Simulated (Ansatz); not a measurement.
**SiH (SMILES [SiH]): levels of theory compared**

We compute a comparison of 6 runs (UCAM-B3LYP/3-21G, RPA@PBE/6-311G**, UMP2/3-21G, UCCSDT(Q)/3-21G, UCCSDTQ/3-21G, UCCSD/6-311G**) of SiH. 

Program for the calculation: Ansatz 0.2.0.

66 further runs of the same task are left out: 2 that didn't finish, 64 set aside as unsound or not needed.

## (1) The molecule

SiH has 2 atoms, charge 0, and is taken as a doublet. As SMILES, `[SiH]`. The H2–Si1 distance was set to 1.896 Å, away from the relaxed value.

Bond lengths: Si1–H2 1.896 Å.

## (2) A single-point energy at UCAM-B3LYP/3-21G (run 1)

The input, run.yaml:

```yaml
crystal:
  periodic: [false, false, false]
  atoms:
    - {symbol: Si, position_ang: [0.000000, 0.000000, -0.379140]}
    - {symbol: H, position_ang: [0.000000, 0.000000, 1.516560]}
basis:
  gaussian: {orbitals: 3-21G.json}
accuracy: high
magnetization: {spin_polarized: true, initial_magnetization: 1}
hamiltonian: {xc: {name: CAM-B3LYP}}
```

The basis set 3-21G is read from a file made from the Basis Set Exchange's data (not shown).

Command:

```bash
$ ansatz run run.yaml --threads 1 --pin off --max-ram 2610MiB --events-out events.jsonl --progress --plain --runs-dir runs
```

The program printed:

```text
Warning: RAYON_NUM_THREADS=1 ignored (pool sized by the plan → 1); use --threads N
Functional definition: CAM-B3LYP
  name "CAM-B3LYP"
  parameter alpha = 0.19
  parameter beta = 0.46
  parameter omega = 0.33/bohr
  parameter ac = 0.81
  exchange = (1 - alpha - beta)*b88_x + beta*b88_x_sr(omega) + alpha*exact_x + beta*exact_x_lr(omega)
  correlation = (1 - ac)*vwn5_c + ac*lyp_c
283 factors; integrals over basis functions are off by at most 2.9e-9 eV
118 factors; integrals over basis functions are off by at most 2.2e-9 eV
mean field evaluation 1: about -7848.5236 eV, gradient 3.4e0 eV
mean field evaluation 2: about -7848.6375 eV, gradient 1.7e0 eV
mean field evaluation 4: about -7848.6694 eV, gradient 2.4e-1 eV
mean field evaluation 8: about -7848.6704 eV, gradient 1.6e-2 eV
mean field evaluation 16: about -7848.6704 eV, gradient 5.3e-7 eV
mean field -7848.67042047 eV, -288.4333179325 hartree, gradient 5.0e-8 eV, S^2 0.751961; 1 other end points of the search recorded, 0 dependent functions left out
reference -7848.67043267 eV, -288.4333183806 hartree; 8, 7 occupied and 7, 8 virtual orbitals, 283 factors
Total energy: -7848.67043267 eV, -288.4333183806 hartree
```

Run time: 0.82 s. Hardware: 1 thread of Arm Neoverse V2, shared host; peak memory 0.091 GiB.

## (3) The energy at RPA@PBE/6-311G(d,p) (run 2)

Changes to run.yaml since step 2:

```diff
@@ -6,5 +6,6 @@
 basis:
-  gaussian: {orbitals: 3-21G.json}
+  gaussian: {orbitals: 6-311G_st__st_-spherical.json}
+correlation: {method: rpa, frozen_orbitals: {H: 0, Si: 5}}
 accuracy: high
 magnetization: {spin_polarized: true, initial_magnetization: 1}
-hamiltonian: {xc: {name: CAM-B3LYP}}
+hamiltonian: {xc: {name: PBE}}
```

The basis set 6-311G** is read from a file made from the Basis Set Exchange's data (not shown).

Command:

```bash
$ ansatz run run.yaml --threads 1 --pin off --max-ram 2610MiB --events-out events.jsonl --progress --plain --runs-dir runs
```

The program printed:

```text
Warning: RAYON_NUM_THREADS=1 ignored (pool sized by the plan → 1); use --threads N
Functional definition: PBE
  name "PBE"
  parameter kappa = 0.804
  parameter beta = 0.06672455060314922
  exchange = pbe_x(kappa = kappa, mu = beta*pi^2/3)
  correlation = pbe_c(beta = beta)
450 factors; integrals over basis functions are off by at most 3.9e-9 eV
mean field evaluation 1: about -7885.8579 eV, gradient 6.9e0 eV
mean field evaluation 2: about -7885.8549 eV, gradient 6.9e0 eV
mean field evaluation 4: about -7886.3268 eV, gradient 1.8e0 eV
mean field evaluation 8: about -7886.3550 eV, gradient 1.1e-2 eV
mean field evaluation 16: about -7886.3550 eV, gradient 4.2e-6 eV
mean field evaluation 32: about -7886.2697 eV, gradient 2.9e0 eV
mean field -7886.35499716 eV, -289.8182005822 hartree, gradient 8.7e-9 eV, S^2 0.753429; 4 other end points of the search recorded, 0 dependent functions left out
5 core orbitals not correlated: weight in the atoms' cores, before any rotation towards them, 1.000 or more for the frozen orbitals, at most 0.000 for the correlated occupied ones
reference -7874.75566680 eV, -289.3919330538 hartree; 3, 2 occupied and 24, 25 virtual orbitals, 450 factors
Total energy: -7879.08039105 eV, -289.5508637385 hartree
```

Run time: 1.6 s. Hardware: 1 thread of Arm Neoverse V2, shared host; peak memory 0.12 GiB.

Runs 3 to 5 aren't shown in full; the table further down has their settings and results.

## (4) The energy at UCCSD/6-311G(d,p) (run 6)

The input, input.yaml:

```yaml
crystal:
  periodic: [false, false, false]
  atoms:
    - {symbol: Si, position_ang: [0.000000, 0.000000, -0.379140]}
    - {symbol: H, position_ang: [0.000000, 0.000000, 1.516560]}
basis:
  gaussian: {orbitals: 6-311G_st__st_-spherical.json}
magnetization: {spin_polarized: true, initial_magnetization: 1}
correlation: {method: ccsd, frozen_orbitals: {H: 0, Si: 5}}
accuracy: high
scf: {omitted_lower_state_checks: [cluster_reference, increment]}
```

The basis set 6-311G** is read from a file made from the Basis Set Exchange's data (not shown).

Command:

```bash
$ ansatz run input.yaml --threads 1 --pin off --max-ram 2610MiB --events-out events.jsonl --progress --plain --runs-dir runs
```

The program printed:

```text
Warning: RAYON_NUM_THREADS=1 ignored (pool sized by the plan → 1); use --threads N
Functional definition: HF
  name "HF"
  exchange = exact_x
  correlation = 0
these checks for a lower state are left out or cut short: cluster_reference, increment
450 factors; integrals over basis functions are off by at most 3.9e-9 eV
mean field evaluation 1: about -7874.6848 eV, gradient 5.3e0 eV
mean field evaluation 2: about -7874.6857 eV, gradient 5.3e0 eV
mean field evaluation 4: about -7875.0916 eV, gradient 6.9e-1 eV
mean field evaluation 8: about -7875.1008 eV, gradient 9.5e-3 eV
mean field evaluation 16: about -7875.1022 eV, gradient 4.1e-1 eV
mean field evaluation 32: about -7875.0615 eV, gradient 4.3e-1 eV
mean field -7875.10077651 eV, -289.4046156018 hartree, gradient 2.0e-8 eV, S^2 0.762589; 6 other end points of the search recorded, 0 dependent functions left out
5 core orbitals not correlated: weight in the atoms' cores, before any rotation towards them, 1.000 or more for the frozen orbitals, at most 0.000 for the correlated occupied ones
reference -7875.10077651 eV, -289.4046156018 hartree; 3, 2 occupied and 24, 25 virtual orbitals, 450 factors
second order -1.76237018 eV of doubles, -0.00000000 eV of singles
cycle   1  -2.17123987 eV  change   -4.1e-1 eV  update   6.4e-2
cycle   2  -2.40185571 eV  change   -2.3e-1 eV  update   2.9e-2
cycle   3  -2.41383858 eV  change   -1.2e-2 eV  update   7.3e-3
cycle   4  -2.41665615 eV  change   -2.8e-3 eV  update   2.1e-3
cycle   5  -2.41639300 eV  change    2.6e-4 eV  update   1.0e-3
cycle   6  -2.41612919 eV  change    2.6e-4 eV  update   5.4e-4
cycle   7  -2.41652496 eV  change   -4.0e-4 eV  update   1.9e-4
cycle   8  -2.41649292 eV  change    3.2e-5 eV  update   5.0e-5
cycle   9  -2.41646903 eV  change    2.4e-5 eV  update   1.6e-5
cycle  10  -2.41647985 eV  change   -1.1e-5 eV  update   5.5e-6
cycle  11  -2.41648155 eV  change   -1.7e-6 eV  update   2.4e-6
cycle  12  -2.41647933 eV  change    2.2e-6 eV  update   9.9e-7
cycle  13  -2.41647933 eV  change   6.7e-10 eV  update   2.3e-7
cycle  14  -2.41647948 eV  change   -1.5e-7 eV  update   8.1e-8
cycle  15  -2.41647948 eV  change    1.3e-9 eV  update   3.6e-8
cycle  16  -2.41647947 eV  change    5.7e-9 eV  update   2.6e-8
cycle  17  -2.41647948 eV  change   -4.1e-9 eV  update   1.4e-8
cycle  18  -2.41647947 eV  change    5.7e-9 eV  update   4.5e-8
cycle  19  -2.41647947 eV  change    1.9e-9 eV  update   1.7e-8
cycle  20  -2.41647947 eV  change    2.6e-9 eV  update   3.5e-9
cycle  21  -2.41647947 eV  change    1.7e-9 eV  update   1.0e-9
cycle  22  -2.41647947 eV  change   2.5e-10 eV  update  5.3e-10
Total energy: -7877.51725598 eV, -289.4934195842 hartree
Checks for a lower state left out: cluster_reference, increment
```

Wall time 0.42 s (1 thread of Arm Neoverse V2, shared host).

## (5) Overview of the runs

```csv
run,level,frozen core orbitals,energy (Eh),⟨S²⟩,wall time
1,UCAM-B3LYP/3-21G,–,-288.433318,0.752,0.82 s
2,RPA@PBE/6-311G**,5,-289.550864,0.753,1.6 s
3,UMP2/3-21G,5,-287.919964,0.773,0.1 s
4,UCCSDT(Q)/3-21G,5,-287.939746,0.773,0.97 s
5,UCCSDTQ/3-21G,5,-287.939762,0.773,4.5 s
6,UCCSD/6-311G**,5,-289.493420,0.763,0.42 s
```

## (6) Summary of results

```
                                          quantity          value
                               run 6: total energy  -289.49342 Eh
run 6: correlation energy (5 core orbitals frozen)      -88.8 mEh
          run 6: ⟨S²⟩ of the reference determinant          0.763
                              run 6: T1 diagnostic          0.018
```

All runs together took 8.4 s, the longest 4.5 s.
